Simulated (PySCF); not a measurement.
PySCF input:

```python
from pyscf import gto, scf, dft

mol = gto.M(
    atom='''
    C     0.00394345    0.00524516    0.76725426
    Cl   -0.01752138    1.48253369   -0.22626440
    Cl    0.01529894   -1.48548974   -0.20614288
    H    -0.89039947   -0.00050138    1.37837936
    H     0.90452024    0.01928333    1.36901878
    ''',
    basis='def2-tzvpd',
    charge=0,
    spin=2,
    verbose=4,
)

mf = dft.UKS(mol, xc='m062x').density_fit(auxbasis='def2-universal-jkfit')
mf.grids.level = 4
mf.conv_tol = 1e-9
mf.max_cycle = 100
mf.max_memory = 1500
mf.kernel()
if not mf.converged:
    mf = mf.newton()
    mf.kernel(mf.make_rdm1())
for _ in range(2):
    mo, _, stable, _ = mf.stability(return_status=True)
    if stable:
        break
    mf.kernel(mf.make_rdm1(mo, mf.mo_occ))
mf.analyze()
```

### Question
Predict the final energy.

### Answer
-959.45338 Eh (M06-2X/def2-TZVPD).

This state (charge 0, triplet) is run at the relaxed geometry of the species with charge 0 and multiplicity 1, and is a spin state other than that species' own.
